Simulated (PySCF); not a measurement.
What binds ClF: the parts of the energy along the bond

State: ¹Σ⁺, singlet, closed shell. RHF-based CCSD(T) in PySCF 2.14 with Cl cc-pV(T+d)Z, F cc-pVTZ and Cl cc-pV(Q+d)Z, F cc-pVQZ (frozen core orbitals: 6; no relativity). Correlation energies are extrapolated as n⁻³ (n = 3, 4), Hartree–Fock as (n+1)·exp(−9√n). CV is the change on freezing 1 orbitals instead, in Cl cc-pwCVTZ, F cc-pwCVTZ. SR is the spin-free X2C energy in Cl cc-pVTZ-DK, F cc-pVTZ-DK less the non-relativistic one in Cl cc-pVTZ, F cc-pVTZ. All energies in eV from Cl + F.

```
 R (Å)  HF/CBS  CCSD corr.      (T)       CV      SR   total
1.4324   0.154      -1.868  -0.1674  -0.0262  0.0112  -1.896
1.4975  -0.249      -1.937  -0.1875  -0.0191  0.0100  -2.383
1.5627  -0.399      -2.011  -0.2090  -0.0134  0.0085  -2.624
1.6278  -0.369      -2.090  -0.2322  -0.0089  0.0071  -2.692
1.6929  -0.210      -2.172  -0.2573  -0.0054  0.0058  -2.639
1.7743   0.111      -2.281  -0.2918  -0.0020  0.0044  -2.460
1.8557   0.517      -2.397  -0.3308   0.0006  0.0032  -2.207
```

A fit to the total gives Re = 1.6277 Å, De = 2.692 eV, ωe = 791.8 cm⁻¹, Be = 0.5169 cm⁻¹ (masses 34.9689 and 18.9984 u).

Problem. At R = 1.6278 Å the CCSD correlation energy is -0.463656 hartree in the smaller basis and -0.503910 in the larger. Extrapolate it.

Solution. (4³·E4 − 3³·E3)/(4³ − 3³) = -0.53328 hartree; the larger basis holds 94.5 % of it.

The T1 diagnostic is 0.011. The open-shell atoms are computed with UHF. Spin–orbit coupling, excitations beyond (T) and corrections to the Born–Oppenheimer picture are left out.
